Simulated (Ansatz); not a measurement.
System: tetradymite Bi2Te3. Method: PBEsol (Ansatz, a quantum-chemistry and plane-wave program, PAW).

Run with plane-wave cutoff 520 eV, 10×10×10 k mesh, Fermi–Dirac smearing 0.01 eV, scalar-relativistic PAW data made under PBE.

Starting structure:

```yaml
crystal:
  lattice:
    - [2.19000, 1.26440, 10.16333]
    - [-2.19000, 1.26440, 10.16333]
    - [0.00000, -2.52879, 10.16333]
  atoms:
    - { symbol: Bi, position: [0.40000, 0.40000, 0.40000] }
    - { symbol: Bi, position: [0.60000, 0.60000, 0.60000] }
    - { symbol: Te, position: [0.00000, 0.00000, 0.00000] }
    - { symbol: Te, position: [0.21000, 0.21000, 0.21000] }
    - { symbol: Te, position: [0.79000, 0.79000, 0.79000] }
```

Task: Into what structure does the relaxation of cell and atoms lead at this level, with the symmetry of the start kept?

Result: The volume drops by 0.6 %; final space group R-3m.
```yaml
crystal:
  lattice:
    - [2.19039, 1.26462, 10.10361]
    - [-2.19039, 1.26462, 10.10361]
    - [0.00000, -2.52925, 10.10361]
  atoms:
    - { symbol: Bi, position: [0.39985, 0.39985, 0.39985] }
    - { symbol: Bi, position: [0.60015, 0.60015, 0.60015] }
    - { symbol: Te, position: [0.00000, 0.00000, 0.00000] }
    - { symbol: Te, position: [0.20998, 0.20998, 0.20998] }
    - { symbol: Te, position: [0.79002, 0.79002, 0.79002] }
```

Note: the cell comes from a level without a dispersion term, which matters for the spacing of layers, chains or molecules.
